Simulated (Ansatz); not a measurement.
One change: `N/C(F)=C\O` becomes `O/C=C(\O)F`.

Ansatz, PBE0-D4/def2-TZVP geometries, multiplicity 1. Each molecule was computed in one conformer, which needn't be the lowest.

```
                                      property  `N/C(F)=C\O`
       HOMO–LUMO gap (ωB97M-V/def2-TZVPP) / eV         10.76
             HOMO energy (PBE/def2-TZVPP) / eV         -5.07
            HOMO energy (PBE0/def2-TZVPP) / eV         -6.37
         HOMO–LUMO gap (B3LYP/def2-TZVPP) / eV          6.54
size of the dipole moment (PBE/def2-TZVPP) / D          2.08
           LUMO energy (B3LYP/def2-TZVPP) / eV          0.36
```

(1) Give the same properties after the change, and the shifts. (Best estimate.)

## Answers

(1) Ansatz gave: 
```tsv
property	`O/C=C(\O)F`	shift
HOMO–LUMO gap (ωB97M-V/def2-TZVPP) / eV	10.80	0.04
HOMO energy (PBE/def2-TZVPP) / eV	-5.13	-0.06
HOMO energy (PBE0/def2-TZVPP) / eV	-6.44	-0.07
HOMO–LUMO gap (B3LYP/def2-TZVPP) / eV	6.46	-0.08
size of the dipole moment (PBE/def2-TZVPP) / D	2.45	0.37
LUMO energy (B3LYP/def2-TZVPP) / eV	0.21	-0.15
```

With PBE0 the HOMO falls by 0.07 eV and the LUMO falls by 0.13 eV, so the gap narrows by about 0.06 eV. PBE moves the HOMO by -0.06 eV and ωB97M-V by -0.08 eV. The zero-point energy changes by -33.8 kJ/mol with -3 modes. Dipoles are sizes alone; their direction can turn.

B3LYP here is the variant with VWN-RPA as its local correlation; programs differ in this.
